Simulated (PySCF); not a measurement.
# Other spins and charges of Al₂, triplet at one geometry

Geometry (PBE0/def2-TZVP stationary point for this spin):

```xyz
2

Al    0.0000    0.0000    0.0000
Al    0.0000    0.0000    2.4788
```

Basis cc-pVDZ; PySCF 2.14.0. Correlated methods freeze the noble-gas cores. Prefix R: restricted or restricted open-shell reference.

Gaps are energies of the second state less the first, at fixed atoms, for a selection of the levels run; mean-field and cluster levels share one orbital occupation for each state, and full CI takes the lowest of the symmetries tried.

The determinant for coupled cluster was chosen by a search with trial CCSD, here up to 0.12 eV above the lowest Hartree–Fock solution of its kind, and MP2 stands on that determinant too.

Removing an electron, to the doublet: 6.536 eV at full CI (triplet B1g, doublet ion B2u, in D2h).

Large singles or doubles amplitudes warn of static correlation in the Al2⁺ doublet.

| level | gap (eV) | error (meV) |
| --- | --- | --- |
| RMP2 | 6.468 | -68 |
| RCCSD | 6.432 | -104 |
| RCCSD(T) | 6.512 | -24 |
| RCCSDT | 6.523 | -13 |

Removing an electron, to the quartet: 8.444 eV at full CI (triplet B1g, quartet ion B3g, in D2h).

```tsv
level	gap (eV)	error (meV)
RMP2	8.094	-350
RCCSD	8.277	-167
RCCSD(T)	8.405	-39
RCCSDT	8.427	-17
```

Quintet less triplet: 1.537 eV at full CI (triplet B1g, quintet Au, in D2h).

```json
{"level": "RMP2", "gap (eV)": "1.291", "error (meV)": "-246"}
{"level": "RCCSD", "gap (eV)": "1.471", "error (meV)": "-66"}
{"level": "RCCSD(T)", "gap (eV)": "1.522", "error (meV)": "-15"}
{"level": "RCCSDT", "gap (eV)": "1.531", "error (meV)": "-6"}
```

Full CI is exact within this basis and frozen core; it isn't the basis-set limit.
